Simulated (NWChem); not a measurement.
# One shape, several levels: CH5BCl− (SMILES C[BH2-]Cl)

Wanted: a comparison of 3 runs (HF/STO-3G, HF/3-21G, B3LYP/6-31G*) of CH5BCl−. 

Program for the calculation: NWChem 7.3.0.

## 1. The structure to begin with

CH5BCl−: 8 atoms, total charge -1, spin state singlet. SMILES: `C[BH2-]Cl`. Geometry: relaxed at GFN2-xTB.

Bond lengths: C1–B2 1.631 Å, B2–Cl3 1.898 Å, C1–H4 1.092 Å, C1–H5 1.092 Å, C1–H6 1.094 Å, B2–H7 1.209 Å, B2–H8 1.209 Å. Some angles: C1–B2–Cl3 107.8°, C1–B2–H7 112.7°, C1–B2–H8 112.6°, Cl3–B2–H7 105.6°, Cl3–B2–H8 105.6°, B2–C1–H4 112.4°, B2–C1–H5 112.3°, B2–C1–H6 110.4°, H7–B2–H8 111.9°, H4–C1–H5 107.1°.

## 2. Energy and gradient at HF/STO-3G (run 1)

run.py reads:

```python
from ase import Atoms
from ase.calculators.nwchem import NWChem

system = Atoms('CBClHHHHH', positions=[
    [-0.250810, 0.813210, -0.116160],
    [0.045260, -0.779890, 0.071810],
    [1.891270, -0.985600, 0.462900],
    [-0.018060, 1.387960, 0.783050],
    [0.327230, 1.249260, -0.933990],
    [-1.308080, 0.980960, -0.342480],
    [-0.541280, -1.254220, 1.016390],
    [-0.145530, -1.411680, -0.941510],
])

calc = NWChem(
    label='sp',
    theory='scf',
    memory='2200 mb',
    basis='STO-3G',
    basispar='spherical bse',
    charge=-1,
    scf={'nopen': '0', 'rhf': None, 'thresh': '1e-08', 'maxiter': '80'},
)
system.calc = calc

forces = system.get_forces()
print(f"energy = {system.get_potential_energy():.6f} eV")
print("forces (eV/A):")
for s, f in zip(system.symbols, forces):
    print(f"{s:2s} {f[0]:10.5f} {f[1]:10.5f} {f[2]:10.5f}")
print("dipole (e A):", system.get_dipole_moment().round(4))
```

Command:

```bash
$ export ASE_NWCHEM_COMMAND="nwchem PREFIX.nwi > PREFIX.nwo"
$ python run.py
```

The log of the run:

```text
energy = -14129.401257 eV
forces (eV/A):
C    -0.24174   -0.17915   -0.03749
B    -1.21305   -0.84306   -0.18332
Cl    1.17088   -0.16455    0.24724
H    -0.09724   -0.08834   -0.24554
H    -0.18589   -0.05142    0.20091
H     0.28004    0.10989    0.04823
H     0.34144    0.52538   -1.01800
H    -0.05451    0.69127    0.98797
dipole (e A): [-0.7894  0.7691 -0.222 ]
```

The calculator wrote sp.nwi:

```
title "sp"

permanent_dir sp

scratch_dir sp

start sp

geometry units angstrom nocenter noautosym noautoz
  C  -2.5080999999999998e-01 8.1320999999999999e-01 -1.1616000000000000e-01
  B  4.5260000000000002e-02 -7.7988999999999997e-01 7.1809999999999999e-02
  Cl 1.8912700000000000e+00 -9.8560000000000003e-01 4.6289999999999998e-01
  H  -1.8060000000000000e-02 1.3879600000000001e+00 7.8305000000000002e-01
  H  3.2723000000000002e-01 1.2492600000000000e+00 -9.3398999999999999e-01
  H  -1.3080799999999999e+00 9.8096000000000005e-01 -3.4248000000000001e-01
  H  -5.4127999999999998e-01 -1.2542199999999999e+00 1.0163899999999999e+00
  H  -1.4552999999999999e-01 -1.4116800000000000e+00 -9.4150999999999996e-01
end

charge -1

memory 2200 mb

basis spherical bse noprint
   * library STO-3G
end

scf
  nopen 0
  rhf
  thresh 1e-08
  maxiter 80
end

task scf gradient
```

sp.nwo:

```text
Northwest Computational Chemistry Package (NWChem) 7.3.0
             --------------------------------------------------------

           Job information
           ---------------

    nwchem branch   = 7.3.0
    use scalapack   = T
    input           = sp.nwi
    prefix          = sp.
    data base       = sp/sp.db
    status          = startup
    nproc           =        1

           Memory information
           ------------------

    heap     =     72089596 doubles =      550.0 Mbytes
    stack    =     72089601 doubles =      550.0 Mbytes
    global   =    144179200 doubles =     1100.0 Mbytes (distinct from heap & stack)
    total    =    288358397 doubles =     2200.0 Mbytes
    verify   = yes
    hardfail = no

[... 140 lines left out ...]
 Convergence threshold     :          1.000E-08
[... 12 lines left out ...]
       Final RHF  results
[... 3 lines left out ...]
      One-electron energy =   -903.833541937535
[... 1 line left out ...]
 Nuclear repulsion energy =     89.231490155312
[... 32 lines left out ...]
                       ROHF Final Molecular Orbital Analysis
[... 179 lines left out ...]
                         RHF ENERGY GRADIENTS

    atom               coordinates                        gradient
                 x          y          z           x          y          z
   1 C      -0.473962   1.536744  -0.219511    0.004701   0.003484   0.000729
   2 B       0.085529  -1.473778   0.135701    0.023590   0.016395   0.003565
   3 Cl      3.573982  -1.862514   0.874754   -0.022770   0.003200  -0.004808
[... 4 lines of this table left out ...]
   8 H      -0.275012  -2.667688  -1.779196    0.001060  -0.013443  -0.019213

                 ----------------------------------------
                 |  Time  |  1-e(secs)   |  2-e(secs)   |
                 ----------------------------------------
                 |  CPU   |       0.00   |       0.18   |
                 ----------------------------------------
                 |  WALL  |       0.00   |       0.18   |
                 ----------------------------------------

 Task  times  cpu:        0.7s     wall:        0.7s
 Total times  cpu:        0.7s     wall:        0.7s
```

Wall time 1.9 s (1 thread of Intel Xeon 6975P-C (Granite Rapids), shared host); peak memory 0.097 GiB.

## 3. Energy and gradient at HF/3-21G (run 2)

Changes to run.py since step 2:

```diff
@@ -3,3 +3,3 @@
 
-system = Atoms('CBClHHHHH', positions=[
+system = Atoms(['C', 'B', 'Cl', 'H', 'H', 'H', 'H', 'H'], positions=[
     [-0.250810, 0.813210, -0.116160],
@@ -15,6 +15,6 @@
 calc = NWChem(
-    label='sp',
+    label='m1',
     theory='scf',
     memory='2200 mb',
-    basis='STO-3G',
+    basis='3-21G',
     basispar='spherical bse',
@@ -26,3 +26,4 @@
 forces = system.get_forces()
-print(f"energy = {system.get_potential_energy():.6f} eV")
+e = system.get_potential_energy()
+print(f"E = {e:.6f} eV")
 print("forces (eV/A):")
```

Command:

```bash
$ export ASE_NWCHEM_COMMAND="nwchem PREFIX.nwi > PREFIX.nwo"
$ python run.py
```

The log of the run:

```text
E = -14216.714906 eV
forces (eV/A):
C    -0.19314    0.27886   -0.06366
B    -1.77067    0.30231   -0.38762
Cl    2.41972   -0.30699    0.51258
H    -0.00118   -0.06911   -0.00823
H    -0.00540   -0.06597    0.01841
H    -0.01753    0.00309   -0.00329
H    -0.24261   -0.06392    0.07898
H    -0.18918   -0.07826   -0.14717
dipole (e A): [-0.8651  0.7966 -0.2394]
```

The calculator wrote m1.nwi:

```
title "m1"

permanent_dir m1

scratch_dir m1

start m1

geometry units angstrom nocenter noautosym noautoz
  C  -2.5080999999999998e-01 8.1320999999999999e-01 -1.1616000000000000e-01
  B  4.5260000000000002e-02 -7.7988999999999997e-01 7.1809999999999999e-02
  Cl 1.8912700000000000e+00 -9.8560000000000003e-01 4.6289999999999998e-01
  H  -1.8060000000000000e-02 1.3879600000000001e+00 7.8305000000000002e-01
  H  3.2723000000000002e-01 1.2492600000000000e+00 -9.3398999999999999e-01
  H  -1.3080799999999999e+00 9.8096000000000005e-01 -3.4248000000000001e-01
  H  -5.4127999999999998e-01 -1.2542199999999999e+00 1.0163899999999999e+00
  H  -1.4552999999999999e-01 -1.4116800000000000e+00 -9.4150999999999996e-01
end

charge -1

memory 2200 mb

basis spherical bse noprint
   * library 3-21G
end

scf
  nopen 0
  rhf
  thresh 1e-08
  maxiter 80
end

task scf gradient
```

m1.nwo:

```text
Northwest Computational Chemistry Package (NWChem) 7.3.0
             --------------------------------------------------------

           Job information
           ---------------

    nwchem branch   = 7.3.0
    use scalapack   = T
    input           = m1.nwi
    prefix          = m1.
    data base       = m1/m1.db
    status          = startup
    nproc           =        1

           Memory information
           ------------------

    heap     =     72089596 doubles =      550.0 Mbytes
    stack    =     72089601 doubles =      550.0 Mbytes
    global   =    144179200 doubles =     1100.0 Mbytes (distinct from heap & stack)
    total    =    288358397 doubles =     2200.0 Mbytes
    verify   = yes
    hardfail = no

[... 140 lines left out ...]
 Convergence threshold     :          1.000E-08
[... 12 lines left out ...]
       Final RHF  results
[... 3 lines left out ...]
      One-electron energy =   -904.875393430933
[... 1 line left out ...]
 Nuclear repulsion energy =     89.231490155312
[... 35 lines left out ...]
                       ROHF Final Molecular Orbital Analysis
[... 197 lines left out ...]
                         RHF ENERGY GRADIENTS

    atom               coordinates                        gradient
                 x          y          z           x          y          z
   1 C      -0.473962   1.536744  -0.219511    0.003756  -0.005423   0.001238
   2 B       0.085529  -1.473778   0.135701    0.034434  -0.005879   0.007538
   3 Cl      3.573982  -1.862514   0.874754   -0.047056   0.005970  -0.009968
[... 4 lines of this table left out ...]
   8 H      -0.275012  -2.667688  -1.779196    0.003679   0.001522   0.002862

                 ----------------------------------------
                 |  Time  |  1-e(secs)   |  2-e(secs)   |
                 ----------------------------------------
                 |  CPU   |       0.00   |       0.24   |
                 ----------------------------------------
                 |  WALL  |       0.00   |       0.24   |
                 ----------------------------------------

 Task  times  cpu:        0.9s     wall:        0.9s
 Total times  cpu:        1.0s     wall:        1.0s
```

It took 2.2 s on 1 thread of Intel Xeon 6975P-C (Granite Rapids), shared host; peak memory 0.099 GiB.

## 4. Energy and forces at B3LYP/6-31G(d) (Cartesian functions) (run 3)

ch5bcl.nw reads:

```
start ch5bcl
memory total 2200 mb
charge -1
geometry noautosym nocenter noautoz
 C    -0.250810    0.813210   -0.116160
 B     0.045260   -0.779890    0.071810
 Cl    1.891270   -0.985600    0.462900
 H    -0.018060    1.387960    0.783050
 H     0.327230    1.249260   -0.933990
 H    -1.308080    0.980960   -0.342480
 H    -0.541280   -1.254220    1.016390
 H    -0.145530   -1.411680   -0.941510
end
basis
 * library 6-31G*
end
dft
 xc b3lyp
 grid xfine
 convergence energy 1e-08
 iterations 100
 mulliken
end
task dft gradient
```

Command:

```bash
$ nwchem ch5bcl.nw > ch5bcl.out
```

The log of the run:

```text
[...]
          Wavefunction type:  closed shell.
          No. of atoms     :     8
          No. of electrons :    34
[...]
          Charge           :    -1
          Spin multiplicity:     1
[...]
          AO basis - number of functions:    59
[...]
              XC Information
              --------------
                         B3LYP Method XC Potential
                     Hartree-Fock (Exact) Exchange  0.200
                        Slater Exchange Functional  0.800 local
                    Becke 1988 Exchange Functional  0.720 non-local
              Lee-Yang-Parr Correlation Functional  0.810
                  VWN I RPA Correlation Functional  0.190 local
[...]
 d= 0,ls=0.0,diis     1   -526.1295388218 -6.15D+02  2.81D-02  8.84D-01     1.8
[...]
 d= 0,ls=0.0,diis     8   -526.2441328457  1.46D-10  3.23D-06  4.85D-08    11.9
         Total DFT energy =     -526.244132845697
      One electron energy =     -908.139428058391
           Coulomb energy =      332.571735833885
    Exchange-Corr. energy =      -39.907930776504
 Nuclear repulsion energy =       89.231490155312
[...]
      Total Density - Mulliken Population Analysis
     ---------------------------------------------
    Atom       Charge   Shell Charges
 -----------   ------   -------------------------------------------------------
    1 C    6     6.49   1.99  0.68  2.10  0.64  1.06  0.02
    2 B    5     4.88   1.99  0.52  1.51  0.29  0.49  0.08
    3 Cl  17    17.49   2.00  1.99  5.97  1.43  3.63  0.59  1.92 -0.04
    4 H    1     0.93   0.53  0.40
    5 H    1     0.93   0.53  0.40
    6 H    1     0.95   0.53  0.41
    7 H    1     1.17   0.53  0.64
    8 H    1     1.17   0.53  0.64
[...]
  wavefunction    = closed shell
                         DFT ENERGY GRADIENTS
    atom               coordinates                        gradient
                 x          y          z           x          y          z
   1 C      -0.473962   1.536744  -0.219511    0.001363   0.008421  -0.000365
   2 B       0.085529  -1.473778   0.135701    0.011518  -0.009049   0.003150
   3 Cl      3.573982  -1.862514   0.874754   -0.025337   0.003794  -0.005396
   4 H      -0.034128   2.622864   1.479750   -0.001042  -0.003552  -0.004767
   5 H       0.618375   2.360759  -1.764985   -0.002919  -0.002822   0.004473
   6 H      -2.471913   1.853746  -0.647193    0.006468  -0.002510   0.001498
   7 H      -1.022871  -2.370132   1.920699    0.006012   0.002510  -0.004105
   8 H      -0.275012  -2.667688  -1.779196    0.003937   0.003209   0.005513
[...]
```

Wall time 16 s (1 thread of Intel Xeon 6975P-C (Granite Rapids), shared host); peak memory 0.13 GiB.

## 5. The series

```
run                               level  Cartesian functions  iteration cap  energy (Eh)  HOMO energy (eV)  LUMO energy (eV)  HOMO–LUMO gap (eV)  wall time
  1                           HF/STO-3G                   no             80  -519.245923             -2.22             20.17               22.39      1.9 s
  2                            HF/3-21G                   no             80  -522.454641             -4.78             12.50               17.28      2.2 s
  3  B3LYP/6-31G* (Cartesian functions)                  yes            100  -526.244133             -1.17              8.10                9.27       16 s
```

## 6. What came out

```
                                                    quantity          value
                                         run 3: total energy  -526.24413 Eh
                                          run 3: HOMO energy       -1.17 eV
                                          run 3: LUMO energy        8.10 eV
run 3: HOMO–LUMO gap (to an unbound level, set by the basis)        9.27 eV
                             run 3: largest force on an atom     1.346 eV/Å
```

In words: The HOMO–LUMO gap runs from 9.27 eV (B3LYP/6-31G*) to 22.39 eV (HF/STO-3G). The two ends differ in method and basis. The empty levels of an anion lie above zero and hang on the basis. In run 1 the basis is minimal, so the values are rough. All runs together took 20 s, the longest 16 s.
